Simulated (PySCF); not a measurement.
**Li: electron affinity**

Li- [He] 2s2 (1S) → Li [He] 2s1 (2S), as a difference of total energies. Calculation: PySCF 2.14, in dyall-acv3z; scalar relativity by spin-free X2C-1e. Correlated levels: valence: 1s2 frozen; valence and next inner shell: nothing frozen; virtual orbitals above 40 to 60 times the deepest correlated orbital energy dropped. The calculations carry no spin-orbit coupling.

| method | electron affinity (eV) |
| --- | --- |
| UHF | -0.123 |
| LDA | 0.590 |
| PBE | 0.511 |
| PBE0 | 0.493 |
| r2SCAN | 0.448 |
| B2PLYP | 0.465 |
| BP86 | 0.634 |
| revPBE | 0.525 |
| MP2 (valence) | 0.332 |
| SCS-MP2 (valence) | 0.423 |
| MP2 (valence and next inner shell) | 0.335 |
| SCS-MP2 (valence and next inner shell) | 0.425 |

Errors of the correlated levels include the incompleteness of this basis and the frozen core.

A negative affinity means that the anion lies above the atom at that level of theory.

In the anion the highest occupied orbital energy is positive at LDA, PBE, PBE0, r2SCAN, B2PLYP, BP86, revPBE, a self-interaction effect; the basis confines that electron, and the energy difference can still be sensible.

For comparison: 0.618 eV (measured; photodetachment measurements, as compiled on the Wikipedia data page of electron affinities).
